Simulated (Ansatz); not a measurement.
A run of Ansatz (development build ahead of 0.2.0) on singlet H2O at this shape:

```yaml
atoms:
  - { symbol: O, position_ang: [0.0000, 0.0000, 0.1193] }
  - { symbol: H, position_ang: [0.0000, 0.7632, -0.4770] }
  - { symbol: H, position_ang: [0.0000, -1.5265, -1.0734] }
```

Its results:

- Converged: yes
- Total energy: -76.21073 hartree
- Spin squared of the determinant: 0.621
- Stability test: minimum

(1) Which input gives this output? Name the method, the orbitals and the basis set, and write the input.

Results:

(1) PBE0 (unrestricted) in pcseg-2.

```yaml
crystal:
  periodic: [false, false, false]
  atoms:
    - { symbol: O, position_ang: [0.0, 0.0, 0.1193] }
    - { symbol: H, position_ang: [0.0, 0.7632, -0.477] }
    - { symbol: H, position_ang: [0.0, -1.5265, -1.0734] }
basis:
  gaussian: { orbitals: pcseg-2 }
magnetization:
  spin_polarized: true
hamiltonian:
  xc: pbe0
```

Caution: the unrestricted determinant is spin contaminated.
